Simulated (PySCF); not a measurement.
Zinc-blende AlAs: MP2 at its full settings () and at cheaper ones, in a cell of 2 atoms.

| level and setting | lattice constant a (Å) | bulk modulus B0 (GPa) |
|---|---|---|
| MP2 (PySCF) | 5.620 | 82.1 |
| MP2/STO-3G (Γ point alone) (PySCF) | 5.909 | 111 |
| MP2/STO-3G (2×2×2 k mesh) (PySCF) | 5.547 | 146 |

Largest shifts from the full settings: lattice constant a +5.14 % (MP2/STO-3G (Γ point alone)), against a difference of -0.51 % of the full result from the reference 5.649 Å (measured, static lattice: zero-point anharmonic expansion removed; as tabulated in Mejia-Rodriguez and Trickey (2018), arXiv:1807.09216); bulk modulus +78 % (MP2/STO-3G (2×2×2 k mesh)), against a difference of +9.5 % of the full result from the reference 75 GPa (measured, 0 K value with the zero-point phonon effect removed; as tabulated in Mejia-Rodriguez and Trickey (2018), arXiv:1807.09216).

Run with cheap settings on purpose, which may leave them unconverged: MP2/STO-3G (2×2×2 k mesh), MP2/STO-3G (Γ point alone).
